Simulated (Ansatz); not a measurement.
Basis-set extrapolation for `CS[SiH3]` (PBE0-D4/def2-TZVP geometry, frozen core, the Gaussian-basis code of Ansatz). Multiplicity 1, RHF reference.

|  | def2-TZVPP | def2-QZVPP |
| --- | --- | --- |
| HF | -727.881376 | -727.903861 |
| MP2 correlation | -0.486468 | -0.523364 |
| CCSD(T) correlation | -0.558283 | not run |

Energies in hartree. Use E(X) = E(∞) + A·exp(−7.88·√X) for Hartree–Fock and E(X) = E(∞) + B·X^(−2.97) for correlation, with X = 3 and 4, and add CCSD(T) minus MP2 of the smaller set to the MP2 limit.

**Question.** What is the CCSD(T) energy at the basis-set limit?

**Answer.** HF limit: -727.903861 + (-0.022485) × 0.13774 = -727.90696. MP2 limit: -0.523364 + (-0.036896) × 0.74074 = -0.55069. Higher-order term: -0.558283 − (-0.486468) = -0.07181. Total: -728.52946 hartree, 235.8 kJ/mol below CCSD(T)/def2-TZVPP.
